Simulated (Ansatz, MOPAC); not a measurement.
Ladder of methods for the equilibrium lattice constant a of rock-salt LiCl

Reference value: 5.07 Å (measured, static lattice: zero-point anharmonic expansion removed, our sources range from 5.056 to 5.072; as tabulated in Mejia-Rodriguez and Trickey (2018), arXiv:1807.09216).

Task: Put these levels in order of the equilibrium lattice constant a that they give for rock-salt LiCl, smallest first: AM1 semi-empirical Hartree-Fock (MOPAC), LDA (Ansatz, a quantum-chemistry and plane-wave program), PBE (Ansatz), PBE-D3(BJ) (Ansatz).

Result: LDA (4.964 Å), PBE-D3(BJ) (5.037 Å), AM1 semi-empirical Hartree-Fock (MOPAC) (5.110 Å), PBE (5.150 Å)

Errors against the reference: AM1 semi-empirical Hartree-Fock (MOPAC) +0.79 %, LDA -2.09 %, PBE +1.58 %, PBE-D3(BJ) -0.65 %.

AM1 semi-empirical Hartree-Fock (MOPAC): the method was fitted mainly to molecules. AM1 semi-empirical Hartree-Fock (MOPAC): the run uses a supercell at the zone centre in place of a k mesh. Cutoffs and k meshes differ between the levels. Ansatz's density-functional and Hartree–Fock values are scalar-relativistic unless marked +SOC, with PAW data made under PBE.

Differences are worked out from the printed values.
